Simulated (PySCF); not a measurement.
Gas-phase reaction: 2 BH₂ + 3 Cl₂ + 2 BCl = 4 BHCl₂

Energies from PySCF, thermal terms from the rigid-rotor harmonic-oscillator model, ideal gas at 1 bar. S°(298 K) at PBE0/def2-TZVP differs from the NASA 1993 table for BH₂ (+14 J/mol/K); whether the harmonic model or the table's entry is off was not settled. † marks an energy on the PBE0/def2-TZVP geometry and frequencies; other levels use their own. CCSD(T) freezes the core. 6-31G* has spherical d functions here. Open shells (unrestricted): BH₂ (multiplicity 2); the rest are closed-shell singlets. B3LYP is the form with VWN-RPA correlation. CCSD(T) isn't extrapolated to the basis-set limit; its ΔH°(298 K) is -2106.5 kJ in def2-SVP and -2004.4 kJ in def2-TZVPP. The harmonic model lacks anharmonicity and excited electronic states, which grow with temperature; levels with a mode under 35 cm⁻¹ are left out.

| level | ΔE electronic, kJ | ΔH°(298 K), kJ | ΔS°(298 K), J/K | ΔG°(1600 K), kJ |
|---|---|---|---|---|
| B3LYP/6-31G* | -2116 | -2073 | -414 | -1402 |
| B3LYP/def2-TZVP† | -2022 | -1980 | -411 | -1316 |
| CCSD(T)/def2-SVP† | -2148 | -2106 | -411 | -1442 |
| CCSD(T)/def2-TZVPP† | -2046 | -2004 | -411 | -1340 |
| PBE/def2-TZVP† | -2056 | -2014 | -411 | -1350 |
| PBE0/def2-QZVP† | -2081 | -2039 | -411 | -1375 |
| PBE0/def2-TZVP | -2092 | -2050 | -411 | -1386 |
| r2SCAN/def2-TZVP† | -2106 | -2064 | -411 | -1400 |
| ωB97M-V/def2-TZVP† | -2076 | -2034 | -411 | -1370 |
ΔH° is lowest at CCSD(T)/def2-SVP† and highest at B3LYP/def2-TZVP†. No reference value is set beside these.
